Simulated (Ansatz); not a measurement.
Two structures of CH₅OS, doublet, reached by relaxing down either side of one saddle point (PBE0-D4/def2-TZVP). Energies are electronic, without zero-point energy. Computed with Ansatz 0.2.0 (basis: def2-TZVPP and def2-QZVPP); correlated methods freeze the cores; orbitals are unrestricted. Extrapolation: Hartree–Fock as exp(−7.88 √X), correlation as X^−2.97. First:

| atom | x (Å) | y (Å) | z (Å) |
| --- | --- | --- | --- |
| H1 | 1.0132 | -0.8554 | -0.7988 |
| S2 | 1.7977 | -0.2412 | -1.7062 |
| O3 | -0.5664 | -0.9524 | 0.7668 |
| C4 | -1.1108 | 0.2878 | 0.6905 |
| H5 | 2.7989 | -0.0900 | -0.8267 |
| H6 | -0.4372 | 1.0278 | 0.2351 |
| H7 | -1.5277 | 0.6365 | 1.6454 |
| H8 | -1.9677 | 0.1870 | -0.0060 |

Second:

```json
{"atom": "H1", "x (Å)": "0.4132", "y (Å)": "-0.3727", "z (Å)": "-0.3422"}
{"atom": "S2", "x (Å)": "2.6728", "y (Å)": "0.2607", "z (Å)": "-1.1022"}
{"atom": "O3", "x (Å)": "-0.3491", "y (Å)": "-0.7638", "z (Å)": "0.1015"}
{"atom": "C4", "x (Å)": "-1.2354", "y (Å)": "0.2693", "z (Å)": "0.4532"}
{"atom": "H5", "x (Å)": "2.9814", "y (Å)": "-1.0123", "z (Å)": "-0.7897"}
{"atom": "H6", "x (Å)": "-1.6189", "y (Å)": "0.8089", "z (Å)": "-0.4225"}
{"atom": "H7", "x (Å)": "-0.7805", "y (Å)": "0.9980", "z (Å)": "1.1369"}
{"atom": "H8", "x (Å)": "-2.0835", "y (Å)": "-0.1880", "z (Å)": "0.9650"}
```

**Question.** Which bonds change from the first to the second?

**Answer.** CH₃O ([CH3][O]) + H₂S → CH₄O ([CH3][OH]) + HS; bonds formed: H1–O3; bonds broken: H1–S2.

**Question.** Give the saddle point's structure and its height above each. (An estimate is asked for; the value comes from the calculation.)

**Answer.** The calculation gives: 6.87 kcal/mol above the first and 24.60 kcal/mol above the second (CCSD(T) at an estimated basis limit (MP2 extrapolated from triple and quadruple zeta, plus CCSD(T) − MP2 in triple zeta)).
```csv
atom,x (Å),y (Å),z (Å)
H1,0.6895,-0.5452,-0.8068
S2,1.9267,0.0878,-1.1842
O3,-0.3329,-0.8296,0.0768
C4,-1.0516,0.2802,0.4617
H5,2.6305,-0.6593,-0.3199
H6,-1.3042,0.9467,-0.3709
H7,-0.5640,0.8376,1.2705
H8,-1.9941,-0.1181,0.8728
```

T1 diagnostic: at most 0.025. ⟨S²⟩ of the unrestricted Hartree–Fock references: 0.76 to 0.78 (a pure state has 0.75).

Labels in which every atom is bracketed show which atoms are joined, not bond orders.

For scale, one of the runs: CCSD(T)/def2-TZVPP, 174 basis functions (an equivalent command: `ansatz run in.yaml --threads 4`). Hardware: 4 CPU threads, shared host. Wall time 94 s; peak host memory 3.9 GiB.
